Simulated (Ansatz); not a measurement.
H$_{5}$NSSi (`N[SiH2]S`), one more setting.

```yaml
crystal:
  periodic: [false, false, false]
  atoms:
    - {symbol: N, position_ang: [-0.754733, 0.572283, -1.067086]}
    - {symbol: Si, position_ang: [0.473045, 0.027239, -0.015915]}
    - {symbol: S, position_ang: [-0.297727, -1.338793, 1.455845]}
    - {symbol: H, position_ang: [-0.873956, 0.149555, -1.971830]}
    - {symbol: H, position_ang: [-1.608130, 0.982382, -0.725870]}
    - {symbol: H, position_ang: [1.093238, 1.137718, 0.750151]}
    - {symbol: H, position_ang: [1.484274, -0.621588, -0.886792]}
    - {symbol: H, position_ang: [0.575989, -0.965895, 2.405596]}
basis:
  gaussian: {orbitals: x2c-TZVPPall}
total_charge: -1
magnetization: {spin_polarized: false, initial_magnetization: 1}
hamiltonian: {xc: {name: wB97}}
output: {forces: true}
```

```sh
$ ansatz run in.yaml --threads 2 --pin off --events-out ev --progress --plain --max-ram 4352MiB
```

Shortened log:

```
Functional definition: wB97
1044 factors; their error is unknown
323 factors; integrals over basis functions are off by at most 3.0e-5 eV
mean field evaluation 1: about -20329.2432 eV, gradient 3.0e1 eV
mean field evaluation 2: about -20329.4553 eV, gradient 3.1e1 eV
mean field evaluation 4: about -20331.4921 eV, gradient 1.2e0 eV
mean field evaluation 8: about -20331.5099 eV, gradient 1.9e-1 eV
mean field evaluation 16: about -20331.4879 eV, gradient 3.4e-3 eV
mean field evaluation 32: about -20331.4878 eV, gradient 5.7e-5 eV
mean field -20331.48784885 eV, -747.1683972679 hartree, gradient 2.1e-5 eV, S^2 0.750000; 6 other end points of the search recorded, 0 dependent functions left out
reference -20331.48784538 eV, -747.1683971401 hartree; 22, 21 occupied and 163, 164 virtual orbitals, 1044 factors
Total energy: -20331.48784538 eV, -747.1683971401 hartree
Relativity: scalar
Atom 0 at    -0.754733     0.572283    -1.067086 Å, force     0.169298     0.736129    -0.137205 eV/Å
Atom 1 at     0.473045     0.027239    -0.015915 Å, force     0.358256    -0.765343     0.147883 eV/Å
Atom 2 at    -0.297727    -1.338793     1.455845 Å, force    -0.209367    -0.026862    -0.373476 eV/Å
Atom 3 at    -0.873956     0.149555    -1.971830 Å, force    -0.008414    -0.454926    -0.454478 eV/Å
Atom 4 at    -1.608130     0.982382    -0.725870 Å, force    -0.461208     0.224615     0.271059 eV/Å
Atom 5 at     1.093238     1.137718     0.750151 Å, force    -0.179643     0.440304     0.106146 eV/Å
Atom 6 at     1.484274    -0.621588    -0.886792 Å, force     0.028365    -0.111484    -0.205898 eV/Å
Atom 7 at     0.575989    -0.965895     2.405596 Å, force     0.302713    -0.042433     0.645969 eV/Å
Dipole moment:    -0.003598    -0.113028     0.349301 e Å
```

Hardware: 2 threads of an Arm Neoverse V1 on a shared host. Wall time 37 s, peak host memory 0.59 GiB.
